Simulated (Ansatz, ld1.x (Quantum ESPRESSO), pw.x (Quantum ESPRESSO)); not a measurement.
**Equation-of-state test of one RRKJ potential (C)**

| Property | Result |
| --- | --- |
| Element | C |
| Generator | ld1.x (Quantum ESPRESSO) 7.5 |
| Type | norm-conserving RRKJ (Kleinman–Bylander form) |
| Functional | LDA (PW92) |
| Relativity | scalar-relativistic |
| Frozen core | [He] |
| Valence charge | 4 |
| Reference configuration | 2s2 2p2 |
| Partial waves | 2p (bound): rc 2.65 bohr; 3d channel at 0.05 Ry: rc 2.05 bohr; 2s (bound): rc 1.15 bohr |
| Local potential | the s channel |
| Core correction | Bessel-smoothed model core inside 1.00 bohr |

Atomic tests: cutoffs needed: 35 Ry and 90 Ry (the cutoffs (Ry, on a coarse ladder) from which the occupation-weighted sum of valence levels, in a spherical-Bessel basis at the reference potential, stays within 10 and 1 mRy of its value at 400 Ry); ghost test: no extra level below or beside the all-electron valence levels (p, d, s, f tested) (spherical-Bessel basis up to 400 Ry, 20 bohr box); configuration tests: 1 of 9 tests not solved or not reliable.

Crystal test: bcc C in pw.x 7.5, no spin, 18³ k-points, Fermi–Dirac smearing 0.01 Ry, cutoffs 110/440 Ry. The reference is all-electron LAPW (Ansatz 0.2.0) with the same functional, mesh and smearing; V0 and B0 come from Birch–Murnaghan fits to the pressures at five volumes. Errors are pseudo minus all-electron; Δ is the rms difference of the E(V) curves that follow from these fits, minima aligned, over ±6 % about the mean V0. Mesh and smearing are coarse, so the numbers serve the comparison and aren't converged zero-temperature values; the lattice is a test structure that the element need not adopt.

```tsv
V (Å³/atom)	P all-electron (GPa)	P pseudo (GPa)
5.884	18.18	22.37
6.039	10.98	15.96
6.194	4.60	10.14
6.349	-1.05	4.88
6.504	-6.05	0.12
```

All-electron: a0 = 2.329 Å (V0 = 6.32 Å³/atom), B0 = 221.9 GPa.

Pseudopotential: mean pressure error (GPa): +5.36. The pressure does not cross zero within the volumes sampled, so no fit is given. The largest radius (2.65 bohr) exceeds half the bond length (1.89 bohr), so the spheres overlap, which is one possible source of error among others. This is a poor potential for the solid. Atomic configuration tests: 1 of 9 tests not solved or not reliable.

**Question.** At the middle volume, how do free energy and pressure move when the wave cutoff is lowered (ecutrho kept at four times it)?

**Answer.**

```csv
cutoff (Ry),shift of F (meV/atom),shift of P (GPa)
50,+46.3,-0.04
66,+34.0,-1.53
88,+7.7,-1.03
```

The run at the middle volume (195 k-points, 4 iterations) took about 8.8 s on one core of a shared host (Neoverse-V1, 32 threads, 247 GiB, load 17).
